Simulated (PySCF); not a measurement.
**Basis-set dependence of population analyses: `O=S(=O)(F)F`**

Species: F2O2S.
Atom-mapped SMILES: `[O:1]=[S:2](=[O:3])([F:4])[F:5]`

PBE0 throughout (PySCF), one geometry, spherical d and f functions. Isolated species at its PBE0-D3(BJ)/def2-SVP geometry, gas phase. Atoms taken as equivalent share a column and are averaged.

Mulliken charges (e):

```csv
basis,functions,O1/O3,S2,F4/F5
pcSseg-0,49,-0.652,+2.062,-0.379
cc-pVDZ,74,-0.350,+1.156,-0.228
aug-cc-pVDZ,119,-0.604,+2.129,-0.460
cc-pVTZ,154,-0.347,+1.048,-0.177
IGLO-III,184,-0.455,+1.555,-0.323
```

IAO charges (e):

```
      basis  functions   O1/O3      S2   F4/F5
   pcSseg-0         49  -0.677  +2.136  -0.391
    cc-pVDZ         74  -0.751  +2.362  -0.430
aug-cc-pVDZ        119  -0.760  +2.393  -0.436
    cc-pVTZ        154  -0.779  +2.444  -0.443
   IGLO-III        184  -0.785  +2.458  -0.444
```

Hirshfeld charges (e):

```
      basis  functions   O1/O3      S2   F4/F5
   pcSseg-0         49  -0.270  +0.756  -0.108
    cc-pVDZ         74  -0.238  +0.627  -0.076
aug-cc-pVDZ        119  -0.240  +0.636  -0.078
    cc-pVTZ        154  -0.238  +0.615  -0.069
   IGLO-III        184  -0.235  +0.614  -0.072
```

Which scheme is steadiest as the basis changes?

Largest range over the bases for any column: Hirshfeld 0.14 e, IAO 0.32 e, Mulliken 1.08 e. Hirshfeld charges move least and Mulliken charges most, counted in e.

How much do the charges still move between the two largest bases, cc-pVTZ and IGLO-III?

At most, over all atoms: Mulliken 0.506 e, IAO 0.014 e, Hirshfeld 0.003 e.

What do the same runs give for the total energy, the frontier levels and the dipole moment?

| basis | energy (Eh) | HOMO (eV) | LUMO (eV) | μ (D) |
| --- | --- | --- | --- | --- |
| pcSseg-0 | -746.2767 | -11.12 | -1.55 | 0.64 |
| cc-pVDZ | -747.7743 | -10.36 | -0.28 | 0.71 |
| aug-cc-pVDZ | -747.8202 | -10.71 | -1.09 | 0.82 |
| cc-pVTZ | -747.9665 | -10.64 | -0.45 | 0.88 |
| IGLO-III | -747.9910 | -10.72 | -0.60 | 0.86 |

The dipole is fixed by the density alone, so its range of 0.24 D shows that the density itself changes with the basis, not only its division among atoms.
